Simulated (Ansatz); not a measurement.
A nudged elastic band was laid between two geometries of CH5AlN (8 atoms, charge 0, multiplicity 2).

Method: Ansatz, UKS BHLYP/def2-SVP.

```json
{"movable images": "7", "climbing image": "yes", "spring": "5.0 eV/Å²", "optimiser": "quadratic models (default)", "start path": "IDPP", "force threshold": "0.05 eV/Å", "iteration limit": "46", "end points": "relaxed"}
```

Initial state:

```xyz
8
Properties=species:S:1:pos:R:3
C -0.830 1.005 -0.525
Al 0.782 0.481 0.483
N 1.124 -1.250 0.680
H -1.397 0.123 -0.842
H -0.564 1.581 -1.418
H -1.488 1.637 0.080
H 1.914 -1.636 1.170
H 0.551 -1.997 0.317
```

Final state:

```xyz
8
Properties=species:S:1:pos:R:3
C -0.839 1.002 -0.513
Al 0.742 0.479 0.543
N 1.132 -1.247 0.670
H -1.401 0.122 -0.845
H -0.543 1.574 -1.399
H -1.512 1.640 0.069
H 0.599 -1.992 0.246
H 1.914 -1.635 1.172
```

Problem. What changes between the two ends?

Solution. No bond is made or broken. The dihedral C1–Al2–N3–H8 goes from 0 to 180°. The two ends are copies of one structure, up to a mirror image or an exchange of like atoms.

Problem. Give the energies along the band, and the barrier.

Solution. The forces met the threshold. The highest image is number 4 of 0 to 8, 8.3 kcal/mol above the ends, which have the same energy within 2 meV. A vibrational analysis at the climbing image gives 2 clearly imaginary modes (426i, 70i cm⁻¹): a point of higher order, so a lower path passes nearby.

```json
{"image": "0", "path coordinate (Å)": "0.00", "energy (kcal/mol)": "0.0", "dihedral C1–Al2–N3–H8 (°)": "0"}
{"image": "1", "path coordinate (Å)": "0.50", "energy (kcal/mol)": "0.0", "dihedral C1–Al2–N3–H8 (°)": "0"}
{"image": "2", "path coordinate (Å)": "1.00", "energy (kcal/mol)": "1.6", "dihedral C1–Al2–N3–H8 (°)": "-27"}
{"image": "3", "path coordinate (Å)": "1.50", "energy (kcal/mol)": "5.5", "dihedral C1–Al2–N3–H8 (°)": "-65"}
{"image": "4", "path coordinate (Å)": "1.99", "energy (kcal/mol)": "8.3", "dihedral C1–Al2–N3–H8 (°)": "-108"}
{"image": "5", "path coordinate (Å)": "2.54", "energy (kcal/mol)": "5.0", "dihedral C1–Al2–N3–H8 (°)": "-137"}
{"image": "6", "path coordinate (Å)": "3.08", "energy (kcal/mol)": "1.1", "dihedral C1–Al2–N3–H8 (°)": "-164"}
{"image": "7", "path coordinate (Å)": "3.62", "energy (kcal/mol)": "0.1", "dihedral C1–Al2–N3–H8 (°)": "179"}
{"image": "8", "path coordinate (Å)": "4.16", "energy (kcal/mol)": "0.0", "dihedral C1–Al2–N3–H8 (°)": "180"}
```

Problem. What is the geometry of the highest image?

Solution. 
```xyz
8
Properties=species:S:1:pos:R:3
C -0.593 1.107 -0.747
Al 0.375 0.327 0.788
N 0.725 -1.440 0.855
H -0.995 0.328 -1.402
H 0.084 1.740 -1.333
H -1.414 1.749 -0.410
H 1.660 -1.795 0.710
H 0.250 -2.071 1.483
```

The band took 7 iterations and of the order of 5 core-minutes.

Time of the run: 5.3 min on 1 thread of Arm Neoverse N1, with other jobs on the host, peak memory 0.16 GiB.
